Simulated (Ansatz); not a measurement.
Cost and result for the atomization energy of `[O][SiH2]O` radical (6 atoms, 5 bonds).

```json
{"atom": "O1", "x (Å)": "1.590", "y (Å)": "-0.408", "z (Å)": "0.607"}
{"atom": "Si2", "x (Å)": "0.014", "y (Å)": "-0.350", "z (Å)": "0.130"}
{"atom": "O3", "x (Å)": "-0.661", "y (Å)": "1.126", "z (Å)": "-0.039"}
{"atom": "H4", "x (Å)": "0.156", "y (Å)": "-1.072", "z (Å)": "-1.171"}
{"atom": "H5", "x (Å)": "-0.841", "y (Å)": "-1.051", "z (Å)": "1.112"}
{"atom": "H6", "x (Å)": "-0.258", "y (Å)": "1.756", "z (Å)": "-0.639"}
```

Charge 0, multiplicity 2. The structure was optimised at the PBE0-D4/def2-TZVP level. It is one conformer, not always the lowest. Program: Ansatz. All runs use 2 threads of a server CPU on a shared host. Times are those of one run each, without the atoms' runs, and a repeat can differ threefold. Electronic energies, without spin–orbit coupling; frozen cores. CCSD(T)/CBS adds CCSD(T) − MP2 in def2-TZVPP to the MP2 limit, and its time is that of the two runs behind it. T1 = 0.019; ⟨S²⟩ of the reference is 0.76. B3LYP takes the VWN-RPA correlation (the form of Gaussian; ORCA's B3LYP/G). HSE06 is the plane-wave form, built on full-range PBE exchange.

CCSD(T)/CBS is a level of theory with its own doubt, some kJ/mol a heavy atom from the limit and from the frozen cores, so smaller differences don't rank the functionals.

```tsv
level	functions	atomization (kJ/mol)	difference from CCSD(T)/CBS	per bond
CCSD(T)/CBS(def2)	–	2019.8	0.0	0.0
PBE-QIDH/def2-TZVPP	146	1969.4	-50.4	-10.1
B3LYP-D4/def2-TZVPP (with forces)	146	2012.8	-7.0	-1.4
HSE06-D4/def2-TZVPP	146	1982.5	-37.3	-7.5
PBE-D4/def2-TZVPP (with forces)	146	2037.7	17.9	3.6
CCSD(T)/def2-SVP	61	1822.1	-197.7	-39.5
LDA (SPW92)/def2-TZVPP	146	2318.7	298.9	59.8
CCSD(T)/def2-TZVPP	146	1954.0	-65.8	-13.2
ωB97X-V/def2-TZVPP	146	2023.7	3.9	0.8
MP2/def2-QZVPP	274	2023.1	3.3	0.7
r2SCANh-D4/def2-TZVPP	146	2006.5	-13.3	-2.7
revPBE-D4/def2-TZVPP	146	1981.0	-38.8	-7.8
B2PLYP/def2-TZVPP	146	1990.2	-29.6	-5.9
```

**Question.** Order the runs by time, with rough figures. (Best estimate.)

**Answer.** The calculation gave: LDA (SPW92)/def2-TZVPP 3.2 s; revPBE-D4/def2-TZVPP 4.8 s; PBE-D4/def2-TZVPP (with forces) 4.9 s; CCSD(T)/def2-SVP 6 s; HSE06-D4/def2-TZVPP 9 s; B3LYP-D4/def2-TZVPP (with forces) 11 s; r2SCANh-D4/def2-TZVPP 12 s; PBE-QIDH/def2-TZVPP 13 s; B2PLYP/def2-TZVPP 14 s; ωB97X-V/def2-TZVPP 25 s; MP2/def2-QZVPP 51 s; CCSD(T)/def2-TZVPP 87 s; CCSD(T)/CBS(def2) 2.3 min.

In def2-TZVPP, CCSD(T) changes the Hartree–Fock value by +519.6 kJ/mol (the triples alone add +27.2 kJ/mol) and MP2 by +548.7 kJ/mol; breaking electron pairs costs correlation energy, which Hartree–Fock lacks. From BLYP to BHLYP (50 % exact exchange), in def2-TZVPP and without D4, the atomization energy moves by −76.3 kJ/mol: exact exchange takes away binding that semilocal exchange gives to molecules. At CCSD(T), def2-SVP lies −197.7 kJ/mol from the extrapolated value and def2-TZVPP −65.9 kJ/mol: correlation converges slowly with the basis, and small sets miss more of it in the bonded molecule than in its fragments.
